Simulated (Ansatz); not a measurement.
# Worked example: the enthalpy of CH4 + C2H7N → CH5N + C2H6

Species: CH4 (methane) `C`, singlet; C2H7N (ethanamine) `CCN`, singlet; CH5N (methylamine) `CN`, singlet; C2H6 `CC`, singlet. The partners trade H for NH2; both sit on C, so the bond types are kept.

Shapes, held fixed at every level: PBE0-D4/def2-TZVP. Flexible molecules stand in one conformer, not always the lowest. Programs: Ansatz 0.2.0. The zero-point and thermal terms to 298 K, harmonic and unscaled (PBE0-D4/def2-TZVP), stand in the table.

At CCSD(T)/CBS estimate; 1 Eh = 2625.50 kJ/mol:

| species | energy (Eh) | H(298 K) − E (kJ/mol) | tabulated ΔfH (kJ/mol) |
| --- | --- | --- | --- |
| CH4 | -40.462061 | 127.4 | -74.5 |
| C2H7N | -135.016517 | 257.8 | -47.5 |
| CH5N | -95.752808 | 180.0 | -20.9 |
| C2H6 | -79.719537 | 207.7 | -83.8 |

Q: Work out the reaction enthalpy at 298 K from the calculation and from the table of heats.

A: 
1. Electronic: (-95.752808) + (-79.719537) − [(-40.462061) + (-135.016517)] = 0.006233 Eh = +16.4 kJ/mol.
2. Zero-point and thermal: (180.0) + (207.7) − [(127.4) + (257.8)] = +2.5 kJ/mol.
3. Computed ΔH = +18.9 kJ/mol.
4. From the heats of formation (Active Thermochemical Tables, CRC Handbook of Chemistry and Physics): (-20.9) + (-83.8) − [(-74.5) + (-47.5)] = +17.3 kJ/mol.
5. Computed less tabulated: +1.6 kJ/mol. Tabulated heats carry uncertainties of their own.

The CBS estimate extrapolates MP2 from def2-TZVPP and def2-QZVPP and adds CCSD(T) − MP2 in the triple-zeta set, cores frozen.
